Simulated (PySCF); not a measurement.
# Electronic absorption of C4H4S

Compound: C4H4S.
InChI=1S/C4H4S/c1-3-4(2)5/h1H,2H3

The calculation used PySCF 2.14.0, density-fitted response routines, TDDFT CAM-B3LYP/def2-SVPD, vertical, gas phase, core orbitals frozen in the response. Isolated species at its PBE0-D3(BJ)/def2-SVP geometry, gas phase.

| state | E (eV) | ν̃ (cm⁻¹) | f | symmetry | main configurations (H = HOMO, L = LUMO) |
| --- | --- | --- | --- | --- | --- |
| S1 | 2.17 | 17460 | 0.0001 | – | H→L (98%) |
| S2 | 4.29 | 34600 | 0.0002 | – | H-2→L (97%) |
| S3 | 4.67 | 37660 | 0.233 | A′ | H-1→L (89%) |
| S4 | 6.30 | 50770 | 0.048 | A′ | H-3→L (68%), H→L+1 (18%) |
| S5 | 6.39 | 51560 | 0.095 | A′ | H→L+1 (66%), H-3→L (18%) |
| S6 | 6.42 | 51810 | 0.094 | A′ | H→L+2 (87%) |
| S7 | 6.56 | 52880 | 0.0018 | – | H-1→L+2 (56%), H-4→L (24%) |
| S8 | 6.65 | 53660 | 0.0011 | – | H-4→L (69%), H-1→L+2 (20%) |
| S9 | 7.22 | 58200 | 0.085 | A′ | H→L+4 (86%) |
| S10 | 7.36 | 59370 | 0.0000 | – | H→L+5 (91%) |

Triplets (Tamm–Dancoff): T1 1.71 eV, H→L (98%); T2 2.54 eV, H-1→L (94%); T3 4.01 eV, H-2→L (93%); T4 4.70 eV, H-3→L (80%).

The lowest singlet lies at 2.17 eV (573 nm, visible) and is dark (f under 0.0005); its leading configuration is HOMO→LUMO (98%). The strongest level in the table is S3 at 4.67 eV (266 nm, f = 0.233). Löwdin shares by element: HOMO sulfur 76%, carbon 20% or more; LUMO carbon 52% or more, sulfur 38%. The listed states span 5.20 eV, and the widest gap between neighbours is 2.13 eV (S1 to S2). Of the 10 states listed, 5 reach f = 0.01 and 3 stay under 0.0005. The oscillator strengths of these states sum to 0.559; summed over the whole spectrum of an exact calculation they would give the number of electrons, 44 (Thomas–Reiche–Kuhn). S1 lies in the visible range (380 to 750 nm), at 573 nm, dark in the vertical dipole picture (f under 0.0005); light of that wavelength is yellow-green, and its complementary colour is violet; a Tamm–Dancoff triplet lies at 725 nm, without intensity as long as spin–orbit coupling is left out. The vertical ionisation energy (ΔSCF) is 8.75 eV, 1.39 eV above S10. Symmetry labels in Cs follow from the direction of the transition dipole and are given only for states with f of 0.002 or more. Only the lowest 10 singlets were computed, as vertical energies without vibronic structure.

Time: 54 s of wall time. Hardware: an Arm Neoverse V2 with one thread, shared host.
